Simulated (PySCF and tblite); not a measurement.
Results of a calculation; reference values are marked as such.
System: C₄H₇NS, numbered as in [CH2:1]=[CH:2][N:3]([CH3:4])[CH:5]=[S:6].

For the rotation about the C2–N3 bond (torsion C1–C2–N3–C4 from 0° to 169°, rising): electronic barrier 7.45 kcal/mol, zero-point change -0.85 kcal/mol, thermal and entropy terms at 250 K a further -0.06 kcal/mol (symmetry numbers apart). The minimum is Cs, the saddle C1. Geometries: GFN2-xTB; energies: B3LYP/pcSseg-1 + D3(BJ); zero-point and thermal terms from GFN2-xTB harmonic modes (soft modes blended into free rotors). Rates follow Eyring's equation with the number of equivalent paths and no tunnelling. (PySCF 2.14 with density fitting, tblite 0.8.)

**Question.** How many equivalent paths lead out of the minimum?

**Answer.** 2: the symmetry number of the minimum is 1, that of the saddle displaced along its mode 1, and the displaced saddle is chiral while the minimum is not, which doubles the count.

**Question.** Work out the rate at 250 K.

**Answer.** ΔG‡ = 6.54 kcal/mol; k_B T/h = 5.2×10¹² s⁻¹; exp(−ΔG‡/RT) = 1.9×10⁻⁶; times 2 gives k = 2×10⁷ s⁻¹. Wigner's tunnelling factor for the 143i cm⁻¹ mode would be 1.03.
